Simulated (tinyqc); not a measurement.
Inside a calculation. Method: extended Hueckel theory, for BH. One step of it, computed by the program tinyqc.

Problem. Wolfsberg-Helmholz matrix. H_ij = K' S_ij (H_ii + H_jj)/2 for i != j (the diagonal keeps H_ii), with K' = 2.

overlap S, order 1B 2s, 1B 2px, 1B 2py, 1B 2pz, 2H 1s:
```
[[1.000000, 0.000000, 0.000000, 0.000000, 0.511025],
 [0.000000, 1.000000, 0.000000, 0.000000, 0.000000],
 [0.000000, 0.000000, 1.000000, 0.000000, 0.000000],
 [0.000000, 0.000000, 0.000000, 1.000000, 0.545410],
 [0.511025, 0.000000, 0.000000, 0.545410, 1.000000]]
```

diagonal H_ii (eV): [-15.200000, -8.500000, -8.500000, -8.500000, -13.600000]

K = 2.000000

Give: H.

Solution.

H (eV), order 1B 2s, 1B 2px, 1B 2py, 1B 2pz, 2H 1s:
```
[[-15.200, 0.000, 0.000, 0.000, -14.718],
 [0.000, -8.500, 0.000, 0.000, 0.000],
 [0.000, 0.000, -8.500, 0.000, 0.000],
 [0.000, 0.000, 0.000, -8.500, -12.054],
 [-14.718, 0.000, 0.000, -12.054, -13.600]]
```
